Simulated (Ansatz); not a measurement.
# Cs: which structure is lowest?

Computed with DFT, BLYP, plane waves (420 eV) with PAW, scalar-relativistic in Ansatz. The PAW files were generated under PBE, with cores re-solved for the functional.

Each structure is relaxed within its own symmetry, so a high-lying one may be dynamically unstable.

| structure | ΔE (meV/atom) | V (Å³/atom) | cell | magnetic state |
| --- | --- | --- | --- | --- |
| hcp | -5 | 124.87 | a = 5.608 Å, c = 9.170 Å (c/a = 1.635) | spin not included |
| dhcp | -5 | 124.82 | a = 5.604 Å, c = 18.354 Å (c/a = 3.275) | spin not included |
| fcc | -4 | 124.50 | a = 7.926 Å | spin not included |
| bcc | 0 | 124.28 | a = 6.287 Å | spin not included |
| A15 | 2 | 126.74 | a = 10.046 Å | spin not included |
| omega (AlB2-type) | 4 | 126.08 | a = 8.982 Å, c = 5.414 Å (c/a = 0.603) | spin not included |
| simple cubic | 56 | 146.88 | a = 5.276 Å | spin not included |
| diamond | 98 | 219.99 | a = 12.073 Å | spin not included |

ΔE counts from bcc.

BLYP puts hcp 5 meV/atom below bcc, the structure of the real element at low temperature or room conditions.

Differences under about 8 meV lie within the error of the k-point mesh.
